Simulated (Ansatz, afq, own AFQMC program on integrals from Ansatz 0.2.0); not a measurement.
SiGeH2, singlet: AFQMC among the cluster methods

```json
{"atom": "Si", "x (Å)": "0.0000", "y (Å)": "0.0000", "z (Å)": "1.5778"}
{"atom": "Ge", "x (Å)": "0.0000", "y (Å)": "0.0000", "z (Å)": "-0.6770"}
{"atom": "H", "x (Å)": "0.0000", "y (Å)": "1.2330", "z (Å)": "2.4116"}
{"atom": "H", "x (Å)": "0.0000", "y (Å)": "-1.2330", "z (Å)": "2.4116"}
```

Connectivity, by distances: SiH2–Ge.

Basis cc-pVDZ. Noble-gas cores (and the filled d shells of Ga–Kr and In–Xe) are frozen. Integrals, coupled cluster, full CI and functionals: Ansatz 0.2.0; the random walks run on the same integrals in our own AFQMC program. The CISD trial takes its coefficients from CCSD amplitudes. Released means that phaseless walkers are propagated on without the constraint, phases kept. Uncertainties: one standard error, sampling alone. No spin–orbit coupling.

Determinant: UHF, the one that the program's search chose, which needn't be the lowest solution. The geometry is a PBE0/def2-TZVP stationary point of this or a neighbouring charge and spin state.

No full CI on the walks' own integrals is used here; CCSDT(Q) serves as the reference and is uncertain by about the last step of the cluster series.

Cautions: no relativity below Rb; no spin-orbit coupling; inner d shell frozen; higher spins were not checked; an unrestricted solution with more broken spin lies lower (168 meV, ⟨S²⟩ 0.76), while this determinant keeps restricted orbitals; the released energies are still falling, so no released level is given (meV from the phaseless value at times in 1/Eh: -10 ± 17 at 0.24, -10 ± 16 at 0.51, -13 ± 15 at 0.99, -36 ± 15 at 1.62, -42 ± 15 at 2.40), though the last usable value meets CCSDT(Q) within the noise.

The T1 diagnostic is 0.0196 and the weight of the determinant in the CISD state is 0.841. The ⟨S²⟩ of the determinant is 0.000 and the size of the correlated space is 10 electrons in 36 orbitals.

```json
{"level": "MP2", "correlation energy (eV)": "-4.5227"}
{"level": "CCSD", "correlation energy (eV)": "-5.5573"}
{"level": "CCSD(T)", "correlation energy (eV)": "-5.7850"}
```

Question: Estimate where phaseless AFQMC with a CISD trial lies against CCSD(T) on the same integrals.

Answer: 31.1 ± 14.6 meV below CCSD(T).

Reference: CCSDT(Q), correlation energy -5.839 eV.

| level | E − E(reference) (meV) | share of correlation (%) |
| --- | --- | --- |
| CCSD(T) | 53.9 | 99.08 |
| CCSDT | 18.0 | 99.69 |
| ph-AFQMC/CISD | 22.9 ± 14.6 | 99.61 |

A walk keeps the symmetry of its determinant, which the program's search chose and which needn't be the lowest solution, so a lower state of the same spin and another symmetry isn't excluded.
